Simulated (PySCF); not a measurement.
System (SMILES): FOF.
Geometry (B3LYP-D3(BJ)/def2-TZVP, fixed):
```xyz
3

F      0.0392     1.1006    -0.2795
O     -0.0196     0.0082     0.5973
F     -0.0218    -1.1078    -0.2514
```

How fast the isotropic shielding of F1 converges with the basis for several methods (PySCF): deviation from each method's own reference, in ppm. References: HF 20.66 ppm, the value in pcseg-3; PBE -83.35 ppm, the value in pcseg-3; PBE0 -51.49 ppm, the value in pcseg-3. All functions are spherical. No added dispersion term, no relativity. GIAO; atoms are numbered in the order shown.

| basis | functions | HF | PBE | PBE0 |
|---|---|---|---|---|
| 6-311+G** | 66 | -1.05 | -4.70 | -3.90 |
| def2-SVPD | 69 | 27.22 | 35.19 | 32.38 |
| aug-pcseg-1 | 69 | 7.39 | 15.30 | 12.51 |
| aug-pcseg-2 | 138 | 2.13 | 2.58 | 2.61 |
| cc-pVQZ | 165 | 16.87 | 15.20 | 15.53 |
| def2-QZVPP | 171 | 8.55 | 8.44 | 8.34 |
| pcseg-3 | 180 | 0.00 | 0.00 | 0.00 |
| def2-QZVPPD | 198 | 5.44 | 3.48 | 4.23 |

Mean absolute deviation over 6-311+G**, aug-pcseg-2: HF 1.59, PBE0 3.26, PBE 3.64 ppm.
